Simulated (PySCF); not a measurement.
We consider rock-salt KF, described by MP2 (GTH pseudopotentials, Gaussian basis; PySCF).

The same calculation (at the measured cell, 19.077 Å³/atom) with different numerical settings; throughout: k mesh 2×2×2:

| run | basis | correlation energy (eV/atom) | total energy (eV/atom) |
|---|---|---|---|
| 1 | DZ | -3.2343 | -711.0078 |
| 2 | TZ | -5.5076 | -713.4427 |
| 3 | QZ | -6.6943 | -714.6392 |

In the column total energy (eV/atom) the first row differs from the last by +3.6314 and the next to last by +1.1965.

The last row is no converged limit: other settings stay fixed.
